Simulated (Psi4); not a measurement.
Psi4 input (wB97X-D/6-31G*):

```
memory 1500 MB

molecule {
1 2
O    -0.02442974    0.65299425    0.02901803
O     0.02442974   -0.65299425   -0.02901803
H     0.92959641    0.94278890   -0.02174973
H    -0.92959641   -0.94278890    0.02174973
symmetry c1
no_reorient
no_com
}

set {
  basis 6-31G*
  reference uks
  scf_type pk
  dft_radial_points 99
  dft_spherical_points 590
  e_convergence 1e-8
  d_convergence 1e-7
  maxiter 150
}

e = energy('wb97x-d')
print_out(f'\nFINAL {e:.10f} DIPOLE {variable("CURRENT DIPOLE")[0]:.6f} {variable("CURRENT DIPOLE")[1]:.6f} {variable("CURRENT DIPOLE")[2]:.6f}\n')
```

From the last part of the output:

```
              A
    DOCC [     8 ]
    SOCC [     1 ]
    NA   [     9 ]
    NB   [     8 ]

  @UKS Final Energy:  -151.11151808176211

   => Energetics <=

    Nuclear Repulsion Energy =             39.1842342401376413
    One-Electron Energy =                -278.6890670403596459
    Two-Electron Energy =                 100.6407360729211433
    DFT Exchange-Correlation Energy =     -12.2472356006433127
    Empirical Dispersion Energy =          -0.0001857538179225
    VV10 Nonlocal Energy =                  0.0000000000000000
    Total Energy =                       -151.1115180817621138

  UHF NO Occupations:
  HONO-2 :    7  A 1.9997214
  HONO-1 :    8  A 1.9989552
  HONO-0 :    9  A 1.0000000
  LUNO+0 :   10  A 0.0010448
  LUNO+1 :   11  A 0.0002786
  LUNO+2 :   12  A 0.0001913
  LUNO+3 :   13  A 0.0000814

Computation Completed

Properties will be evaluated at   0.000000,   0.000000,   0.000000 [a0]

Properties computed using the SCF density matrix

 Multipole Moments:

 ------------------------------------------------------------------------------------
     Multipole            Electronic (a.u.)      Nuclear  (a.u.)        Total (a.u.)
 ------------------------------------------------------------------------------------

 L = 1.  Multiply by 2.5417464519 to convert [e a0] to [Debye]
 Dipole X            :         -0.0000000            0.0000000           -0.0000000
 Dipole Y            :          0.0000000            0.0000000            0.0000000
 Dipole Z            :          0.0000000            0.0000000            0.0000000
 Magnitude           :                                                    0.0000000

 ------------------------------------------------------------------------------------

FINAL -151.1115180818 DIPOLE -0.000000 0.000000 0.000000

*** Psi4 exiting successfully. Buy a developer a beer!
```

The dipole moment of an ion depends on the origin.
